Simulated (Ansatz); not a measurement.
## Al2Ga, sextet: reading a ladder of total energies

Geometry: that of the Al2Ga, quartet, kept fixed.

```json
{"atom": "Al", "x (Å)": "0.0000", "y (Å)": "-1.0073", "z (Å)": "1.7779"}
{"atom": "Al", "x (Å)": "0.0000", "y (Å)": "1.4386", "z (Å)": "0.9534"}
{"atom": "Ga", "x (Å)": "0.0000", "y (Å)": "-0.1669", "z (Å)": "-1.0570"}
```

Basis cc-pVTZ; Ansatz 0.2.0. Correlated methods freeze the noble-gas cores and the filled d shells of p-block atoms, which leaves 9 electrons in 87 orbitals. Prefix R: restricted or restricted open-shell reference; prefix U: unrestricted. No spin–orbit coupling is included, and no scalar relativity.

Full CI isn't at hand for all of this; UCCSDT(Q) serves as the reference, and is uncertain by about the last step of the cluster series.

Runs differ by some tens of microhartree through their thresholds and, for an open shell, their frozen cores, so steps under 0.03 kcal/mol mean nothing.

| level | total energy (hartree) |
| --- | --- |
| UHF | -2407.039169 |
| UMP2 | -2407.170796 |
| UCCSD | -2407.198264 |
| UCCSD(T) | -2407.209824 |
| UCCSDT | -2407.211948 |
| UCCSDT(Q) | -2407.213051 |

What is the correlation energy at UCCSDT(Q), and what share of it do UMP2 and UCCSD recover?

E(corr) = -2407.213051 − (-2407.039169) = -0.173882 hartree = -4.732 eV. UMP2: -0.131627 / -0.173882 = 75.70 %. UCCSD: -0.159095 / -0.173882 = 91.50 %.

By how many kcal/mol does UCCSD(T) miss UCCSDT(Q) (1 hartree = 627.509 kcal/mol), and which steps make up the rest?

-2407.209824 − (-2407.213051) = 0.003227 hartree = 2.02 kcal/mol. Steps: UCCSDT − UCCSD(T) = -1.33, UCCSDT(Q) − UCCSDT = -0.69 kcal/mol. Differences between like states or geometries often cancel part of this.
